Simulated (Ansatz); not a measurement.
# N2O, singlet in STO-3G: errors against full CI

Geometry: MP2(full)/6-31G*, from the G2/97 set.

```yaml
atoms:
  - { symbol: N, position_ang: [0.0000, 0.0000, -1.1781] }
  - { symbol: N, position_ang: [0.0000, 0.0000, -0.0070] }
  - { symbol: O, position_ang: [0.0000, 0.0000, 1.1851] }
```

Basis STO-3G; Ansatz 0.2.0. Only valence electrons are correlated (noble-gas cores frozen), which leaves 16 electrons in 12 orbitals. R marks a restricted (for open shells ROHF) determinant, U an unrestricted one. Active spaces: valence = (16e, 12o) chosen from the atoms' valence shells.

Full CI is exact within this basis and frozen core; it isn't the basis-set limit. The frozen core follows each run's orbitals, which can shift R against U totals by a few meV.

Unrestricted rows (U) aren't spin-pure: their determinants' ⟨S²⟩ exceeds S(S+1) by up to 0.75, so they mix in states of higher spin.

The UHF ⟨S²⟩ is 0.748 and the T1 diagnostic (RCCSD) is 0.0220. The largest doubles amplitude (RCCSD) is 0.140.

```tsv
level	E − E(RHF) (eV)
UHF	-0.4858
RMP2	-7.0775
UMP2	-4.9531
RCCSD	-6.4715
UCCSD*	-6.5090
RCCSD(T)	-7.0460
UCCSD(T)*	-6.9034
```

(1) Estimate how far full CI in STO-3G lies from RCCSD(T). The table doesn't fix it; the size of (T) and the diagnostics are the guide.

(1) Full CI in STO-3G lies 4.5 kJ/mol below RCCSD(T), which is 8 % of the (T) step (-55.4 kJ/mol). T1 is raised, a doubles amplitude is large, RHF is unstable towards spin polarisation, but (T) still catches most of what CCSD lacks. The miss exceeds 1 kcal/mol.

The other levels:

```
    level  E − E(full CI) (kJ/mol)  share of correlation (%)  wall time
     CISD                    104.0                     84.80     0.12 s
  BCCD(T)                      4.0                     99.41     0.24 s
   RCCSDT                      8.7                     98.73          –
   UCCSDT                      7.4                     98.91          –
   CISDTQ                      7.1                     98.96     0.48 s
RCCSDT(Q)                     -1.0                    100.15     0.51 s
UCCSDT(Q)                     -1.1                    100.16      3.4 s
  RCCSDTQ                      0.4                     99.94      5.5 s
  UCCSDTQ                      0.2                     99.96       77 s
```

An asterisk marks runs whose energy the program itself flagged as in doubt.

The correlation energy at full CI, counted from RHF, is -7.092 eV. That run took 0.64 s on 1 thread of AMD EPYC 7R13, shared host over 61,677 determinants.

Run but not shown, since their state or frozen core can't be matched to the reference's or they repeat it: CASSCF (valence space), NEVPT2 (valence space), MRCISD (valence space), MRCISD+Q (valence space).

Times hold each run's SCF and search for its determinant on a shared host, so for small cases they say little of a method's own cost; they ran on 1 thread of AMD EPYC 7R13.

Not variational, and here over 5 meV under the exact energy: RCCSDT(Q), UCCSDT(Q).

The full-CI state has the irrep A1 of C2v, in the program's axes (one component, if the state is degenerate).

Natural occupations of full CI about the gap: 1.970 1.970 1.965 1.892 1.892 0.141 0.141 0.043 0.016; effectively unpaired electrons, Σ n²(2−n)², 0.24.

Atomization energy (electronic, same basis, no zero-point term; atoms at the same level, unrestricted beside the R rows where the molecule is a closed shell, with restricted open-shell steps beyond CCSDT(Q)) at full CI: 563.6 kJ/mol. Errors of other levels:

```json
{"level": "RHF", "error (kJ/mol)": "-684.3"}
{"level": "UHF", "error (kJ/mol)": "-637.4"}
{"level": "RMP2", "error (kJ/mol)": "-1.4"}
{"level": "UMP2", "error (kJ/mol)": "-206.4"}
{"level": "CISD", "error (kJ/mol)": "-104.0"}
{"level": "RCCSD", "error (kJ/mol)": "-59.9"}
{"level": "UCCSD*", "error (kJ/mol)": "-56.3"}
{"level": "RCCSD(T)", "error (kJ/mol)": "-4.5"}
{"level": "UCCSD(T)*", "error (kJ/mol)": "-18.2"}
{"level": "BCCD(T)", "error (kJ/mol)": "-4.0"}
{"level": "RCCSDT", "error (kJ/mol)": "-8.7"}
{"level": "UCCSDT", "error (kJ/mol)": "-7.4"}
{"level": "CISDTQ", "error (kJ/mol)": "-7.1"}
{"level": "RCCSDT(Q)", "error (kJ/mol)": "1.0"}
{"level": "UCCSDT(Q)", "error (kJ/mol)": "1.1"}
{"level": "RCCSDTQ", "error (kJ/mol)": "-0.4"}
{"level": "UCCSDTQ", "error (kJ/mol)": "-0.2"}
```

This basis is far from its limit, so the value isn't to be set against a measured one. Truncated CI isn't size-consistent, which counts against it in atomization.
